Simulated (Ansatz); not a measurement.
## C₅H₄, SMILES C=C=C1C=C1: a ladder of methods at one geometry, step by step

With Ansatz 0.2.0 through its Python package.

At the Python prompt:
```pycon
>>> from pathlib import Path
>>> import ansatz as az
>>> from ase import Atoms
>>> import numpy as np
>>> BASIS_SET = 'cc-pVDZ'
>>> atoms = Atoms(['C', 'C', 'C', 'C', 'C', 'H', 'H', 'H', 'H'], positions=[
...     (0.1392, 1.0937, -1.4819),
...     (0.3664, 0.1777, -0.663),
...     (0.6243, -0.7769, 0.148),
...     (-0.2485, -1.4991, 0.8767),
...     (0.4645, -0.695, 1.5459),
...     (-0.575, 0.9817, -2.3328),
...     (0.5556, 2.1244, -1.3661),
...     (-1.3538, -1.5139, 0.9491),
...     (0.1159, 0.0611, 2.3072),
... ])
>>> mol = az.Crystal.molecule_from_ase(atoms)
>>> base = mol.calculation().basis(gaussian=BASIS_SET)
>>> print('functional    E (Ha)        dipole (D)   HOMO (eV)  LUMO (eV)')
functional    E (Ha)        dipole (D)   HOMO (eV)  LUMO (eV)
>>> for name in ['cam_b3lyp', 'lc_wpbe', 'pbe0', 'hf', 'b3lyp']:
...     r = base.functional(name).forces().orbitals().run(runs_dir='runs').report
...     lines = Path(r['orbitals_path']).read_text().splitlines()
...     field_of = lambda key: [line.split('=')[1].strip() for line in lines if line.startswith(key)]
...     orbitals = [(27.211386 * float(e), s, float(n)) for e, s, n in zip(field_of('Ene='), field_of('Spin='), field_of('Occup='))]
...     homo = max(e for e, _, n in orbitals if n > 0.5)
...     lumo = min(e for e, _, n in orbitals if n < 0.5)
...     dipole = 4.803205 * np.linalg.norm(r['charge_distribution']['dipole_moment_e_ang'])
...     print(f'{name:10s} {r["free_energy_ev"] / 27.211386246:14.6f} {dipole:9.3f} {homo:11.3f} {lumo:10.3f}')
...
cam_b3lyp     -192.479878     2.044      -5.541     -1.525
lc_wpbe       -192.446800     2.160      -6.809     -0.376
pbe0          -192.369135     2.048      -4.362     -2.780
hf            -191.312289     2.296      -6.352      1.026
b3lyp         -192.605083     1.936      -4.172     -2.956
```

Caveats:
- Total energies depend on the basis set; only differences at equal settings carry meaning.
- The geometry is a force-field or estimated start, not a minimum of this method, and the basis set is short of its limit. A lower total doesn't mark the better method: functionals have no common bound, and MP2 and coupled cluster aren't variational.
- b3lyp holds the VWN-RPA fit, as in Gaussian; the form of ORCA and Turbomole is b3lyp5.
- Levels such as HOMO and LUMO are orbital energies: with these approximate functionals they aren't the ionisation energy and electron affinity, and their gap isn't the fundamental gap.
- Hardware and time: 13 s on 1 thread of Intel(R) Xeon(R) 6975P-C (Granite Rapids), on a shared host, peak memory 0.25 GiB.

(Lines on the test bed's own set-up are left out of the output.)
